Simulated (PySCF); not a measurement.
## Basis-set dependence of LiN⁺ at CCSD(T)

PySCF, UHF reference; quartet, unpaired electrons σ ↑, π ↑↑; De to Li⁺ + N without counterpoise correction. Frozen cores follow the default of each basis and core potential.

```json
{"basis": "STO-3G", "relativity": "no relativity", "functions": "10", "Re (Å)": "2.037", "ωe (cm⁻¹)": "464", "De (eV)": "n/a", "frozen orbitals": "1"}
{"basis": "def2-SVP", "relativity": "no relativity", "functions": "23", "Re (Å)": "2.281", "ωe (cm⁻¹)": "246", "De (eV)": "0.22", "frozen orbitals": "1"}
{"basis": "cc-pVDZ", "relativity": "no relativity", "functions": "28", "Re (Å)": "2.346", "ωe (cm⁻¹)": "246", "De (eV)": "0.26", "frozen orbitals": "1"}
```

How does each smaller set differ from the one with most functions, cc-pVDZ?

STO-3G: -30.9 pm, +88.6 % in ωe; def2-SVP: -6.5 pm, +0.0 % in ωe, -0.04 eV in De. All at CCSD(T); the set with most functions is neither the basis-set limit nor always the best.

Correlated steps freeze 1 core orbital. The bond is weak. Basis-set superposition, not corrected here, can be much of De in a small basis, most of all at correlated wavefunction levels. For an ion De counts to the pair picked by the measured ionisation energies or electron affinities, which need not be the lowest pair at this level. STO-3G is very small, so such numbers show the basis as much as the molecule. The state was picked by a PBE0 search and need not be the measured ground state.
